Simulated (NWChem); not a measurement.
# HF (hydrogen fluoride) at MP2/cc-pVTZ

Aim: the vertical singlet–triplet gap of HF (hydrogen fluoride) at MP2/cc-pVTZ, from 2 runs. 

The results are computed with NWChem 7.3.0.

1 further run of the same task is left out (set aside as unsound or not needed).

### 1 Starting point

The species is HF (2 atoms), meant as a singlet with charge 0. As SMILES, `F`. Geometry: relaxed at PBE0-D4/def2-TZVP.

Bond lengths: F1–H2 0.920 Å.

### 2 Energy and forces at MP2/cc-pVTZ

File fh.xyz:

```xyz
2

F     -0.390000     0.144600    -0.196400
H      0.390000    -0.144600     0.196400
```

File run.py:

```python
from ase.io import read
from ase.calculators.nwchem import NWChem

system = read('fh.xyz')

calc = NWChem(
    label='fh',
    theory='mp2',
    memory='2200 mb',
    basis='cc-pVTZ',
    basispar='spherical bse',
    scf={'nopen': '0', 'rhf': None, 'thresh': '1e-08', 'maxiter': '80'},
    mp2={'freeze': 'core 1', 'tight': None},
)
system.calc = calc

forces = system.get_forces()
print("Total energy (eV):", round(system.get_potential_energy(), 6))
print("forces (eV/A):")
for s, f in zip(system.symbols, forces):
    print(f"{s:2s} {f[0]:10.5f} {f[1]:10.5f} {f[2]:10.5f}")
```

Started as:

```console
export ASE_NWCHEM_COMMAND="nwchem PREFIX.nwi > PREFIX.nwo"
python run.py
```

Output:

```text
Total energy (eV): -2730.112424
forces (eV/A):
F     0.10212   -0.03785    0.05142
H    -0.10212    0.03785   -0.05142
```

The calculator wrote fh.nwi:

```
title "fh"

permanent_dir fh

scratch_dir fh

start fh

geometry units angstrom nocenter noautosym noautoz
  F  -3.9000000000000001e-01 1.4460000000000001e-01 -1.9639999999999999e-01
  H  3.9000000000000001e-01 -1.4460000000000001e-01 1.9639999999999999e-01
end

memory 2200 mb

basis spherical bse noprint
   * library cc-pVTZ
end

scf
  nopen 0
  rhf
  thresh 1e-08
  maxiter 80
end
mp2
  freeze core 1
  tight
end

task mp2 gradient
```

fh.nwo:

```text
Northwest Computational Chemistry Package (NWChem) 7.3.0
             --------------------------------------------------------

           Job information
           ---------------

    nwchem branch   = 7.3.0
    use scalapack   = T
    input           = fh.nwi
    prefix          = fh.
    data base       = fh/fh.db
    status          = startup
    nproc           =        1

           Memory information
           ------------------

    heap     =     72089598 doubles =      550.0 Mbytes
    stack    =     72089595 doubles =      550.0 Mbytes
    global   =    144179200 doubles =     1100.0 Mbytes (distinct from heap & stack)
    total    =    288358393 doubles =     2200.0 Mbytes
    verify   = yes
    hardfail = no

           Directory information
           ---------------------

  0 permanent = fh
  0 scratch   = fh

                                NWChem Input Module
                                -------------------

                                        fh
                                        --

 Scaling coordinates for geometry "geometry" by  1.889725989
 (inverse scale =  0.529177249)

                             Geometry "geometry" -> ""
                             -------------------------

 Output coordinates in angstroms (scale by  1.889725989 to convert to a.u.)

  No.       Tag          Charge          X              Y              Z
 ---- ---------------- ---------- -------------- -------------- --------------
    1 F                    9.0000    -0.39000000     0.14460000    -0.19640000
    2 H                    1.0000     0.39000000    -0.14460000     0.19640000

      Atomic Mass
      -----------

      F                 18.998400
      H                  1.007825

 Effective nuclear repulsion energy (a.u.)       5.1769526860

            Nuclear Dipole moment (a.u.)
[... 65 lines left out ...]
         Quadratically convergent ROHF
[... 1 line left out ...]
 Convergence threshold     :          1.000E-08
[... 1 line left out ...]
 Final Fock-matrix accuracy:          1.000E-10
[... 10 lines left out ...]
       Final RHF  results
[... 2 lines left out ...]
         Total SCF energy =   -100.057864648585
      One-electron energy =   -150.620388656057
      Two-electron energy =     45.385571321441
 Nuclear repulsion energy =      5.176952686031
[... 3 lines left out ...]
             Final eigenvalues
[... 19 lines left out ...]
                       ROHF Final Molecular Orbital Analysis
[... 207 lines left out ...]
            ----- linear solve (tol: 1.0E-06 prod-acc: 8.4E-14) -----

               iter nbas    rnorm     rnorm-scal   ratio     time
               ---- ---- ----------- ----------- --------- -------
                  1    1  1.0242E-02  8.6915E-02    0.0000     2.2
                  2    2  2.3902E-03  2.0284E-02    0.2334     2.3
                  3    3  8.5879E-04  7.2879E-03    0.3593     2.4
[... 4 lines of this table left out ...]
                  8    8  2.7753E-08  2.3552E-07    0.1051     2.7

 CPHF converged to   2.4D-07 in    8 iters

 Start make_tot_dens at        2.7s
 Done make_tot_dens at        2.7s
                Dipole Moments (a.u.)
                --------------
         Nuclear       SCF       SCF+MP2
       ----------- ----------- -----------
 X      -5.895945    0.649409    0.609386
 Y       2.186035   -0.240781   -0.225942
 Z      -2.969137    0.327035    0.306881

 MP2 RHF      natural orbital occupation numbers

              1
    1    2.0000
    2    1.9876
    3    1.9738
    4    1.9738
    5    1.9678
    6    0.0238
    7    0.0169
    8    0.0169
    9    0.0088
   10    0.0049
   11    0.0048
   12    0.0048
   13    0.0044
   14    0.0044
   15    0.0008
   16    0.0007
   17    0.0006
   18    0.0006
   19    0.0006
   20    0.0006
   21    0.0003
   22    0.0003
   23    0.0003
   24    0.0003
   25    0.0003
   26    0.0003
   27    0.0003
   28    0.0003
   29    0.0003
   30    0.0002
   31    0.0001
   32    0.0001
   33    0.0001
   34    0.0001
   35    0.0001
   36    0.0001
   37    0.0000
   38    0.0000
   39    0.0000
   40    0.0000
   41    0.0000
   42    0.0000
   43    0.0000
   44    0.0000

  MP2 natural orbitals output to fh/fh.mp2nos

                         mp2 ENERGY GRADIENTS

    atom               coordinates                        gradient
                 x          y          z           x          y          z
   1 F      -0.736993   0.273254  -0.371142   -0.001986   0.000736  -0.001000
   2 H       0.736993  -0.273254   0.371142    0.001986  -0.000736   0.001000

                 ----------------------------------------
                 |  Time  |  1-e(secs)   |  2-e(secs)   |
                 ----------------------------------------
                 |  CPU   |       0.00   |       0.43   |
                 ----------------------------------------
                 |  WALL  |       0.00   |       0.43   |
                 ----------------------------------------
 -----------------------
 Task  times  cpu:        3.2s     wall:        3.2s
 Total times  cpu:        3.2s     wall:        3.2s
```

Run time: 4.5 s. Hardware: 1 thread of Intel Xeon Platinum 8375C at 2.90GHz (Ice Lake), shared host; peak memory 0.12 GiB.

### 3 The triplet: the energy at UMP2/cc-pVTZ

File sp.nw:

```
START sp
TITLE "FH mp2"
memory stack 880 mb heap 220 mb global 1100 mb
charge 0
GEOMETRY units angstrom noautosym nocenter noautoz
   F     -0.390000     0.144600    -0.196400
   H      0.390000    -0.144600     0.196400
END
BASIS spherical bse
   * library cc-pVTZ
END
SCF
   nopen 2
   uhf
   thresh 1e-08
   maxiter 80
   print low
END
MP2
   freeze core 1
   tight
END
TASK mp2 energy
```

Started as:

```console
nwchem sp.nw > sp.out
```

Output:

```text
Northwest Computational Chemistry Package (NWChem) 7.3.0
             --------------------------------------------------------

           Job information
           ---------------

    nwchem branch   = 7.3.0
    use scalapack   = T
    input           = sp.nw
    prefix          = sp.
    data base       = ./sp.db
    status          = startup
    nproc           =        1

           Memory information
           ------------------

    heap     =     28835836 doubles =      220.0 Mbytes
    stack    =    115343361 doubles =      880.0 Mbytes
    global   =    144179200 doubles =     1100.0 Mbytes (distinct from heap & stack)
    total    =    288358397 doubles =     2200.0 Mbytes
    verify   = yes
    hardfail = no

           Directory information
           ---------------------

  0 permanent = .
  0 scratch   = .

                                NWChem Input Module
                                -------------------

                                      FH mp2
                                      ------

 Scaling coordinates for geometry "geometry" by  1.889725989
 (inverse scale =  0.529177249)

                             Geometry "geometry" -> ""
                             -------------------------

 Output coordinates in angstroms (scale by  1.889725989 to convert to a.u.)

  No.       Tag          Charge          X              Y              Z
 ---- ---------------- ---------- -------------- -------------- --------------
    1 F                    9.0000    -0.39000000     0.14460000    -0.19640000
    2 H                    1.0000     0.39000000    -0.14460000     0.19640000

      Atomic Mass
      -----------

      F                 18.998400
      H                  1.007825

 Effective nuclear repulsion energy (a.u.)       5.1769526860

            Nuclear Dipole moment (a.u.)
            ----------------------------
        X                 Y               Z
 ---------------- ---------------- ----------------
    -5.8959450844     2.1860350236    -2.9691374733

            XYZ format geometry
            -------------------
     2
 geometry
 F                    -0.39000000     0.14460000    -0.19640000
 H                     0.39000000    -0.14460000     0.19640000

 ==============================================================================
                                internuclear distances
 ------------------------------------------------------------------------------
       center one      |      center two      | atomic units |  angstroms
 ------------------------------------------------------------------------------
    2 H                |   1 F                |     1.73847  |     0.91996
 ------------------------------------------------------------------------------
                         number of included internuclear distances:          1
 ==============================================================================

 Summary of "ao basis" -> "" (spherical)
 ------------------------------------------------------------------------------
       Tag                 Description            Shells   Functions and Types
 ---------------- ------------------------------  ------  ---------------------
 *                          cc-pVTZ                   on all atoms

                      Basis "ao basis" -> "ao basis" (spherical)
                      -----
  [basis functions not shown]

 Summary of "ao basis" -> "ao basis" (spherical)
 ------------------------------------------------------------------------------
       Tag                 Description            Shells   Functions and Types
 ---------------- ------------------------------  ------  ---------------------
 F                          cc-pVTZ                 10       30   4s3p2d1f
 H                          cc-pVTZ                  6       14   3s2p1d

                                 NWChem SCF Module
                                 -----------------

                                      FH mp2

  ao basis        = "ao basis"
  functions       =    44
  atoms           =     2
  alpha electrons =     6
  beta  electrons =     4
  charge          =   0.00
  wavefunction    = UHF
  input vectors   = atomic
  output vectors  = ./sp.movecs
  use symmetry    = F
  symmetry adapt  = F

 Forming initial guess at       0.0s

 Starting SCF solution at       0.1s

       Final UHF  results
       ------------------

         Total SCF energy =    -99.732939552640
      One electron energy =   -148.101758036557
      Two electron energy =     43.191865797886
 Nuclear repulsion energy =      5.176952686031

                       Sz =      1.0000
                 Sz(Sz+1) =      2.0000
                      S^2 =      2.0041

        Time for solution =      1.3s

                   NWChem MP2 Semi-direct Energy/Gradient Module
                   ---------------------------------------------

                                      FH mp2

  Basis functions       =     44
  Molecular orbitals    =     44
  Frozen core           =      1
  Frozen virtuals       =      0
  Active alpha occupied =      5
  Active beta occupied  =      3
  Active alpha virtual  =     38
  Active beta virtual   =     40
  Use MO symmetry       = F
  Use skeleton AO sym   = F

  AO/Fock/Back tols     =   1.0D-11  1.0D-11  1.0D-11

 GA uses MA = F    GA memory limited = T

 Available:
  local mem=  1.26D+08
 global mem=  1.44D+08
 local disk=  0.00D+00
   1 passes of   5:        3145728                      13445                    642913.
   1 passes of   5: M    126154458           G      144175328           F     123008730.

 Semi-direct pass number   1 of   1  for UHF alpha       at        1.4s
 Done moints_semi at        1.6s
 Done maket at        1.6s
 Done multipass loop at        1.6s

 GA uses MA = F    GA memory limited = T

 Available:
  local mem=  1.26D+08
 global mem=  1.44D+08
 local disk=  0.00D+00
   1 passes of   3:        3145728                       9947                    407293.
   1 passes of   3: M    126154458           G      144175328           F     123008730.

 Semi-direct pass number   1 of   1  for UHF beta        at        1.6s
 Done moints_semi at        1.8s
 Done maket at        1.8s
 Done multipass loop at        1.8s

          -------------------------------------------
          SCF energy                 -99.732939552640
          Correlation energy          -0.210869819219
          Singlet pairs                0.000000000000
          Triplet pairs                0.000000000000
          Total MP2 energy           -99.943809371859
          -------------------------------------------

          ---------------------------------------------------
                    Spin Component Scaled (SCS) MP2
          Same spin pairs                     -0.052583623961
          Same spin scaling factor             0.333333333333
          Opposite spin pairs                 -0.158286195257
          Opposite spin scaling fact.          1.200000000000
          SCS-MP2 correlation energy          -0.207471308963
          Total SCS-MP2 energy               -99.940410861603
          ---------------------------------------------------

 -----------------------
 Task  times  cpu:        1.8s     wall:        1.8s
 Total times  cpu:        1.8s     wall:        1.8s
```

Wall time 2.4 s (1 thread of Intel Xeon Platinum 8375C at 2.90GHz (Ice Lake), shared host); peak memory 0.1 GiB.

### 4 Results

At MP2/cc-pVTZ, 1 core orbital frozen:

| quantity | value |
| --- | --- |
| singlet: total energy | -100.32978 Eh |
| singlet: dipole moment (of the density that the program reports) | 1.83 D |
| singlet: HOMO energy (Hartree–Fock orbitals) | -17.49 eV |
| singlet: LUMO energy (Hartree–Fock orbitals) | 3.88 eV |
| singlet: HOMO–LUMO gap (Hartree–Fock orbitals) | 21.37 eV |
| singlet: correlation energy (1 core orbital frozen) | -271.9 mEh |
| singlet: largest force on an atom | 0.120 eV/Å |
| triplet: total energy | -99.94381 Eh |
| triplet: correlation energy (1 core orbital frozen) | -210.9 mEh |
| triplet: ⟨S²⟩ of the reference determinant | 2.004 |
| vertical energy of the triplet above the singlet | 10.503 eV |

**Reading.** At this shape the triplet lies 10.50 eV (242 kcal/mol) above the singlet.
